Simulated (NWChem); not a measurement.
All runs are NWChem calculations. System: formic acid (CH₂O₂), charge 0, spin multiplicity 1, at a geometry optimised with PBE0/def2-SVP. Level: B2PLYP/def2-SVP, 3 core orbitals frozen.

The NWChem input:

```
start mol
memory heap 200 mb stack 900 mb global 1100 mb
geometry units angstroms nocenter noautoz
  O      0.744122     0.827576     0.000000
  C      0.177284    -0.377620     0.000000
  O     -1.000647    -0.584248     0.000000
  H      0.024469     1.480561     0.000000
  H      0.964025    -1.161465     0.000000
  symmetry group Cs
end
basis spherical
  * library def2-svp
end
dft
  xc hfexch 0.53 becke88 0.47 lyp 0.73 mp2 0.27
  dftmp2
  semidirect memsize 60000000 filesize 0
  iterations 100
end
mp2
  freeze core 3
end
task dft energy
```

Output (cleaned and shortened):

```
             Northwest Computational Chemistry Package (NWChem) 7.3.0
             --------------------------------------------------------

                                NWChem Input Module
                                -------------------

 Scaling coordinates for geometry "geometry" by  1.889725989
 (inverse scale =  0.529177249)

 Turning off AUTOSYM since
 SYMMETRY directive was detected!

                             Geometry "geometry" -> ""
                             -------------------------

 Output coordinates in angstroms (scale by  1.889725989 to convert to a.u.)

  No.       Tag          Charge          X              Y              Z
 ---- ---------------- ---------- -------------- -------------- --------------
    1 O                    8.0000     0.74412200     0.82757600     0.00000000
    2 C                    6.0000     0.17728400    -0.37762000     0.00000000
    3 O                    8.0000    -1.00064700    -0.58424800     0.00000000
    4 H                    1.0000     0.02446900     1.48056100     0.00000000
    5 H                    1.0000     0.96402500    -1.16146500     0.00000000

 Effective nuclear repulsion energy (a.u.)      70.5269706105

            Nuclear Dipole moment (a.u.)
            ----------------------------
        X                 Y               Z
 ---------------- ---------------- ----------------
    -0.0000037795     0.0000000000     0.0000000000

      Symmetry information
      --------------------

 Group name             Cs
 Group number              2
 Group order               2
 No. of unique centers     5

      Symmetry unique atoms

     1    2    3    4    5


 Summary of "ao basis" -> "" (spherical)
 ------------------------------------------------------------------------------
       Tag                 Description            Shells   Functions and Types
 ---------------- ------------------------------  ------  ---------------------
 *                          def2-svp                  on all atoms

  dft_input: which_mp2 not specified, using semidirect MP2 by default.

                                 NWChem DFT Module
                                 -----------------

 Summary of "ao basis" -> "ao basis" (spherical)
 ------------------------------------------------------------------------------
       Tag                 Description            Shells   Functions and Types
 ---------------- ------------------------------  ------  ---------------------
 O                          def2-svp                 6       14   3s2p1d
 C                          def2-svp                 6       14   3s2p1d
 H                          def2-svp                 3        5   2s1p

 Summary of "ao basis" -> "ao basis" (spherical)
 ------------------------------------------------------------------------------
       Tag                 Description            Shells   Functions and Types
 ---------------- ------------------------------  ------  ---------------------
 O                          def2-svp                 6       14   3s2p1d
 C                          def2-svp                 6       14   3s2p1d
 H                          def2-svp                 3        5   2s1p

      Symmetry analysis of basis
      --------------------------

        a'         38
        a"         14

            General Information
            -------------------
          SCF calculation type: DFT
          Wavefunction type:  closed shell.
          No. of atoms     :     5
          No. of electrons :    24
[...]
 Vector   12  Occ=2.000000D+00  E=-3.674804D-01  Symmetry=a'
              MO Center= -5.5D-01, -4.7D-01,  1.7D-16, r^2= 1.5D+00
   Bfn.  Coefficient  Atom+Function         Bfn.  Coefficient  Atom+Function
  ----- ------------  ---------------      ----- ------------  ---------------
    33      0.568103  3 O  py                36      0.411738  3 O  py
    48      0.211903  5 H  s                  4      0.165983  1 O  px
     5      0.166518  1 O  py                 3     -0.151535  1 O  s
    49      0.146469  5 H  s                  7      0.133398  1 O  px
     8      0.124555  1 O  py                32     -0.110613  3 O  px

 Vector   13  Occ=0.000000D+00  E= 7.003932D-02  Symmetry=a"
              MO Center= -2.3D-02, -3.7D-01,  2.3D-15, r^2= 1.6D+00
   Bfn.  Coefficient  Atom+Function         Bfn.  Coefficient  Atom+Function
  ----- ------------  ---------------      ----- ------------  ---------------
    23      0.655614  2 C  pz                20      0.529011  2 C  pz
    37     -0.468587  3 O  pz                34     -0.379712  3 O  pz
     9     -0.291039  1 O  pz                 6     -0.244833  1 O  pz
    52      0.033526  5 H  pz                27     -0.026179  2 C  d  1

 Vector   14  Occ=0.000000D+00  E= 1.026980D-01  Symmetry=a'
              MO Center=  2.0D-03,  1.4D+00, -5.9D-17, r^2= 3.2D+00
   Bfn.  Coefficient  Atom+Function         Bfn.  Coefficient  Atom+Function
  ----- ------------  ---------------      ----- ------------  ---------------
    44      1.400265  4 H  s                  3     -0.770291  1 O  s
    49     -0.725432  5 H  s                 17      0.366943  2 C  s
    21      0.289710  2 C  px                 8     -0.272494  1 O  py
     7      0.261314  1 O  px                22     -0.238378  2 C  py
     4      0.180632  1 O  px                 5     -0.150692  1 O  py

 Vector   15  Occ=0.000000D+00  E= 1.463178D-01  Symmetry=a'
              MO Center=  1.1D+00, -1.2D+00, -1.6D-16, r^2= 3.1D+00
   Bfn.  Coefficient  Atom+Function         Bfn.  Coefficient  Atom+Function
  ----- ------------  ---------------      ----- ------------  ---------------
    49      2.189472  5 H  s                 17     -1.539197  2 C  s
    21     -0.699751  2 C  px                22      0.619365  2 C  py
    44      0.418774  4 H  s                 16     -0.227356  2 C  s
     8     -0.220023  1 O  py                19      0.206940  2 C  py
    18     -0.203396  2 C  px                36     -0.197621  3 O  py

 center of mass
 --------------
 x =  -0.04023230 y =  -0.01305553 z =   0.00000000

 moments of inertia (a.u.)
 ------------------
          77.464090716405         -61.775612839638           0.000000000000
         -61.775612839638          93.439750901800           0.000000000000
           0.000000000000           0.000000000000         170.903841618205

     Multipole analysis of the density
     ---------------------------------

     L   x y z        total         alpha         beta         nuclear
     -   - - -        -----         -----         ----         -------
     0   0 0 0     -0.000000    -12.000000    -12.000000     24.000000

     1   1 0 0      0.474926      0.237465      0.237465     -0.000004
     1   0 1 0      0.373443      0.186722      0.186722      0.000000
     1   0 0 1     -0.000000     -0.000000     -0.000000      0.000000

     2   2 0 0    -15.085190    -31.751940    -31.751940     48.418691
     2   1 1 0     -2.756438    -15.873917    -15.873917     28.991396
     2   1 0 1      0.000000      0.000000      0.000000      0.000000
     2   0 2 0    -10.665226    -27.841862    -27.841862     45.018498
     2   0 1 1      0.000000      0.000000      0.000000      0.000000
     2   0 0 2    -12.307716     -6.153858     -6.153858      0.000000

                   NWChem MP2 Semi-direct Energy/Gradient Module
                   ---------------------------------------------

  Basis functions       =     52
  Molecular orbitals    =     52
  Frozen core           =      3
  Frozen virtuals       =      0
  Active alpha occupied =      9
  Active beta occupied  =      9
  Active alpha virtual  =     40
  Active beta virtual   =     40
  Use MO symmetry       = T
  Use skeleton AO sym   = T

  AO/Fock/Back tols     =   1.0D-09  1.0D-09  1.0D-09

 GA uses MA = F    GA memory limited = T

 Available:
  local mem=  4.43D+07
 global mem=  1.44D+08
 local disk=  0.00D+00
  mp2_memr nvloc                    40
  nvloc new                    40
   1 passes of   9:        3145728                      14696                   1690140.
   1 passes of   9: M     44324423           G      144173792           F      41178695.

 Semi-direct pass number   1 of   1  for RHF alpha+beta  at        0.9s
  vrange nnbf                  1377
  mp2_eaftype                    10  avail_ma_in_mb                   386
 EAF : mp2_eaftype filesize          10     845070.
  mp2_eaf for mointskh                     10
Node 0 wrote      4.0 Mb in      0.0 s     Agg I/O rate:  1800.7 Mb/s
 Done moints_semi at        1.1s
  mp2_eaftype                    10  avail_ma_in_mb                   386
 EAF : mp2_eaftype filesize          10     845070.
  mp2_eaf for kh                    10
 Done maket at        1.2s
 Done multipass loop at        1.2s

          -------------------------------------------
          DFT energy                    -189.284934615152
          Unscaled MP2 energy             -0.610759279886
          Total DFT+MP2 energy          -189.449839620721
          -------------------------------------------

 -----------------------
 Performance information
 -----------------------

 Timer overhead =  1.82D-07 seconds/call

               Nr. of calls         CPU time (s)                 Wall time (s)                GFlops
             ---------------    -------------------     ------------------------------   -------------------
Name         Min   Avg   Max    Min     Avg     Max     Min     Avg     Max   Mx/calls   Min     Max     Sum
mp2: moin     1     1     1   0.23    0.23    0.23     0.23    0.23    0.23    0.23      0.0     0.0     0.0
mp2: make     1     1     1   3.70E-2 3.70E-2 3.70E-2  3.70E-2 3.70E-2 3.70E-2 3.70E-2   0.0     0.0     0.0
mp2: tota     1     1     1   0.29    0.29    0.29     0.29    0.29    0.29    0.29      0.0     0.0     0.0

 The average no. of pstat calls per process was 3.00D+00
 with a timing overhead of 5.45D-07s

 Task  times  cpu:        1.2s     wall:        1.2s

 Total times  cpu:        1.2s     wall:        1.2s
```
